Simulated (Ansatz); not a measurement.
Born–Oppenheimer molecular dynamics of CH5AlO (8 atoms, charge 0, multiplicity 1). It starts at the highest image of a converged band. Of that band: Neighbouring images differ by up to 1.9 eV, so the band resolves the path poorly. A vibrational analysis at the climbing image gives one clearly imaginary mode, 177i cm⁻¹: a first-order saddle point.

Level of theory: RKS BLYP-D4/STO-3G in Ansatz 0.2.0.

- ensemble: NVE (velocity Verlet)
- time step: 0.5 fs
- steps asked: 200
- starting velocities drawn for: 100 K
- seed: 3861

First frame:

```xyz
8
Properties=species:S:1:pos:R:3
Al -1.938 0.300 0.972
O 0.433 -0.929 0.483
C 0.843 -0.132 -0.700
H -0.660 -0.997 0.323
H -1.595 1.482 1.975
H 0.869 -0.732 -1.650
H 0.175 0.754 -0.892
H 1.872 0.253 -0.510
```

Q: How far do the bonds stretch over the last three quarters of this one trajectory? (Pairs bonded in most of those frames.)

A: 
```csv
bond,mean (Å),spread (Å),shortest,longest
Al1–H5,1.588,0.010,1.57,1.60
O2–C3,1.499,0.026,1.46,1.54
O2–H4,1.109,0.020,1.07,1.15
C3–H6,1.121,0.009,1.10,1.14
C3–H7,1.124,0.011,1.10,1.14
C3–H8,1.115,0.005,1.11,1.12
```

Pairs bonded in part of these frames only: Al1–O2 27 %, Al1–H4 14 %.

Mean temperature of the second half: 150 K. The conserved energy stayed within 0.052 meV per atom of its start (net change 0.044 meV per atom), so the integration is sound. The kinetic energy rose, since the run started high on the potential surface and went downhill. A run of 0.1 ps of so small a system gives no equilibrium averages. The orbitals stay closed-shell, which can raise the energy where a bond breaks towards radicals; this wasn't checked here. Limits of this set-up: minimal basis.

Run time: 4.2 min on 1 thread of AMD EPYC (Zen 3), on a shared host, peak memory 0.093 GiB.
